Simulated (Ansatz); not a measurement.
OH⁻ beside C₃H₃N: one fragment in the basis of the whole pair (the partner's atoms are ghosts).

in.yaml

```yaml
crystal:
  periodic: [false, false, false]
  atoms:
    - {symbol: O, position_ang: [0.587485, 1.192119, -2.435930]}
    - {symbol: H, position_ang: [-0.098825, 0.846844, -3.014248]}
basis:
  gaussian:
    orbitals: STO-3G
    ghost_atoms:
      - {symbol: C, position_ang: [0.496672, 0.323353, 0.125625]}
      - {symbol: C, position_ang: [-0.448079, -0.503060, 0.593254]}
      - {symbol: C, position_ang: [-0.505888, -0.971340, 1.934784]}
      - {symbol: N, position_ang: [-0.565641, -1.360337, 3.022801]}
      - {symbol: H, position_ang: [1.264304, 0.650254, 0.829276]}
      - {symbol: H, position_ang: [0.510073, 0.685565, -0.994865]}
      - {symbol: H, position_ang: [-1.240301, -0.863398, -0.060695]}
total_charge: -1
hamiltonian: {xc: pbe, dispersion: d4}
```

Run by:

```bash
ansatz run in.yaml --threads 4 --pin off --events-out ev --progress --plain --max-ram 9574MiB
```

What Ansatz 0.2.0 printed:

```
Functional definition: PBE
  name "PBE"
  cite "Perdew, Burke & Ernzerhof, Phys. Rev. Lett. 77, 3865 (1996) doi:10.1103/PhysRevLett.77.3865"
  parent pbe
  parameter kappa = 0.804
  parameter beta = 0.06672455060314922
  exchange = pbe_x(kappa = kappa, mu = beta*pi^2/3)
  correlation = pbe_c(beta = beta)
306 factors; integrals over basis functions are off by at most 2.6e-3 eV
mean field evaluation 1: about -1943.7367 eV, gradient 1.3e2 eV
mean field evaluation 2: about -2004.2202 eV, gradient 6.1e1 eV
mean field evaluation 4: about -1984.8629 eV, gradient 6.5e1 eV
mean field evaluation 8: about -1989.2838 eV, gradient 5.0e1 eV
mean field evaluation 16: about -2024.4142 eV, gradient 7.1e-4 eV
mean field -2024.41419544 eV, -74.3958494850 hartree, gradient 2.4e-5 eV, S^2 0.000000; 2 other end points of the search recorded, 0 dependent functions left out
reference -2024.41421322 eV, -74.3958501386 hartree; 5, 5 occupied and 24, 24 virtual orbitals, 306 factors
Total energy: -2024.41880545 eV, -74.3960188998 hartree
```

The run took about 0.4 s on 4 CPU threads of an Arm Neoverse V1 (shared host).
